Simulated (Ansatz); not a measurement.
Coupled-cluster diagnostics for [BH4]- (BH4⁻), Ansatz.

Geometry of the singlet (PBE0-D4/def2-TZVPD):

```csv
atom,x (Å),y (Å),z (Å)
B1,0.0000,0.0000,0.0000
H2,1.0574,-0.4725,0.4419
H3,-0.8587,-0.8921,-0.0582
H4,0.1952,0.4602,-1.1344
H5,-0.3939,0.9044,0.7506
```

Correlated methods freeze 1 core orbital.

(1) Estimate the CCSD(T) correlation energy, the shares of MP2 and (T), T1 and the reference's ⟨S²⟩ for: charge -1, singlet, own geometry in def2-TZVPPD; charge 0, doublet, vertical in def2-TZVPPD; and the rough time on 4 threads of Arm Neoverse V2 on a shared host.

Answers

(1) 
```
                           state        basis  correlation (eV)  MP2 share (%)  (T) share (%)     T1  ⟨S²⟩ (pure)  wall time
charge -1, singlet, own geometry  def2-TZVPPD            -5.368           84.7            2.9  0.011  0.00 (0.00)     0.55 s
     charge 0, doublet, vertical  def2-TZVPPD            -4.408           81.5            2.8  0.022  0.76 (0.75)      1.6 s
```
Customary marks for T1 are 0.02 (closed shells), 0.045 (open shells) and about 0.05 (3d metals). T1 exceeds 0.02 in 1 of 2 rows and 0.045 in 0; the higher it lies, the less the single-reference result can be trusted.
